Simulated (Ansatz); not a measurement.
Level of theory: frozen-core CCSD(T)/def2-TZVPP // PBE0-D4/def2-SVP (Ansatz, a program for electronic structure). The geometry is that of the parent before the electron was removed.

Ansatz 0.2 input:
```yaml
crystal:
  periodic: [false, false, false]
  atoms:
    - { symbol: O, position_ang: [0.000821, 0.398718, -0.000001] }
    - { symbol: H, position_ang: [-0.754594, -0.198074, 0.000003] }
    - { symbol: H, position_ang: [0.75375, -0.201207, -0.000002] }
basis:
  gaussian: { orbitals: def2-TZVPP }
correlation:
  method: ccsd_t
total_charge: 1
magnetization:
  spin_polarized: true
  initial_magnetization: 1
```

Output:

```
Functional definition: HF
361 factors; integrals over basis functions are off by at most 7.6e-4 eV
mean field evaluation 1: about -2056.4861 eV, gradient 2.8e1 eV
mean field evaluation 2: about -2056.4864 eV, gradient 2.8e1 eV
mean field evaluation 4: about -2058.8003 eV, gradient 1.2e0 eV
mean field evaluation 8: about -2058.8101 eV, gradient 6.7e-4 eV
mean field evaluation 16: about -2058.8101 eV, gradient 1.7e-6 eV
mean field evaluation 32: about -2056.4973 eV, gradient 2.9e-1 eV
mean field -2058.81011949 eV, -75.6598763798 hartree, gradient 1.7e-6 eV, S^2 0.757010; 1 other end points of the search recorded, 0 dependent functions left out
determinant -2058.81011949 eV, -75.6598763798 hartree, with singles and doubles -2064.58660268 eV, -75.8721582215 hartree
determinant -2056.49795037 eV, -75.5749057316 hartree, with singles and doubles -2062.29875300 eV, -75.7880812964 hartree
1 core orbitals not correlated
reference -2058.81011949 eV, -75.6598763798 hartree; 4, 3 occupied and 54, 55 virtual orbitals, 361 factors
second order -5.31539401 eV of doubles, -0.00000000 eV of singles
cycle   1  -5.73318657 eV  change   -5.7e-1 eV  update   1.2e-2
cycle   2  -5.74526017 eV  change   -1.2e-2 eV  update   2.7e-3
cycle   3  -5.74594548 eV  change   -6.9e-4 eV  update   1.0e-3
cycle   4  -5.74618309 eV  change   -2.4e-4 eV  update   3.6e-4
cycle   5  -5.74631236 eV  change   -1.3e-4 eV  update   1.1e-4
cycle   6  -5.74635194 eV  change   -4.0e-5 eV  update   3.2e-5
cycle   7  -5.74636772 eV  change   -1.6e-5 eV  update   9.2e-6
cycle   8  -5.74637084 eV  change   -3.1e-6 eV  update   3.0e-6
perturbative correction -0.12478171 eV, -0.0045856434 hartree
Total energy: -2064.68127205 eV, -75.8756372567 hartree
```

Cost: roughly 1.9 core-seconds.
